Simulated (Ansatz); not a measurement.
For Sb2S3 (Pnma, No. 62), PBEsol in Ansatz (plane waves, PAW) gives:

```
Property               Result
---------------  ------------
cohesive energy  3.56 eV/atom
band gap              1.19 eV
```

**Question.** What does HSE06 (plane waves, PAW; Ansatz, a quantum-chemistry and plane-wave program) give for the same quantities?

**Answer.** 
- cohesive energy: 2.97 eV/atom (drops by 0.59 eV/atom)
- band gap: 1.94 eV (increases by 0.75 eV)

For comparison: band gap 1.73 eV (measured, temperature not stated, no zero-point or thermal correction, indirect, UV-vis, bulk at ambient condition; as tabulated in Phase transition mechanism and bandgap engineering of Sb2S3 at gigapascal …).

Changes are worked out from the printed values.

Unless a cell is named, each level is at its own relaxed cell (PBEsol 23.62, HSE06 26.31 Å³/atom).

Levels without +SOC leave out spin–orbit coupling, which shifts energies and cells of such heavy elements.

Levels without +SOC have no spin–orbit coupling; where heavier elements are present it shifts gaps, mostly down, and can invert bands. Density-functional gaps are differences of (generalised) Kohn–Sham levels.

Caveats: the relaxation could not lower the start's symmetry, so the cell can be a saddle point above a distorted one (PBEsol, HSE06). Ansatz's density-functional and Hartree–Fock values are scalar-relativistic unless marked +SOC, with PAW data made under PBE.
